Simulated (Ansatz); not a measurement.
We consider rock-salt BaTe, described by Hartree–Fock in Ansatz (PAW).

Run with plane-wave cutoff 460 eV, 6×6×6 k mesh, Fermi–Dirac smearing 0.01 eV, scalar-relativistic PAW data made under PBE.

Computed points:

| V (Å³/atom) | E − E_lowest (meV/atom) | P (GPa) |
|---|---|---|
| 46.869 | 10.45 | 1.446 |
| 47.975 | 2.96 | 0.737 |
| 49.336 | 0.00 | -0.026 |
| 50.570 | 2.54 | -0.626 |
| 51.803 | 9.41 | -1.152 |

Task: Fit the third-order Birch–Murnaghan equation and give B0 and B′.

Result: V0 = 49.292 Å³/atom, B0 = 25.7 GPa, B′ = 4.3 (fit to the energies at full precision).

Measured, for comparison: equilibrium volume per atom 43.00 Å³/atom (room temperature, not corrected to a static lattice; as tabulated in Lucero et al. (2012), arXiv:1111.4515). Computed (rounded) less measured: equilibrium volume per atom +14.6 %.

Note: the cell is over a tenth larger than the published one (another phase or state, or a fault of the published cell, is possible).

Spin–orbit coupling is not included.

Ansatz is a program for electronic structure.
